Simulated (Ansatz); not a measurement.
Results of r²SCAN0 (plane waves, PAW; Ansatz, a quantum-chemistry and plane-wave program) for black phosphorus.

Settings: plane-wave cutoff 520 eV, 8×8×6 k mesh (along the axes of the cell as run), Fermi–Dirac smearing 0.01 eV, scalar-relativistic PAW data made under PBE.

Computed at the level's own relaxed cell.

**Question.** Predict the lattice constant a, band gap, lattice parameter c, lattice parameter b and direct gap at Γ.

**Answer.** 
- lattice constant a: 3.287 Å
- band gap: 1.42 eV (on the SCF k mesh) (direct)
- lattice parameter c: 4.531 Å
- lattice parameter b: 11.013 Å
- direct gap at Γ: 3.26 eV

Measured, for comparison: band gap 0.35 eV (temperature not stated, not corrected to a static lattice; as tabulated in Das et al. (2018), arXiv:1807.05623). Computed (rounded) less measured: band gap +1.07 eV.

Note: the cell comes from a level without a dispersion term, which matters for the spacing of layers, chains or molecules.

The computed numbers hold no vibrational or temperature effects.
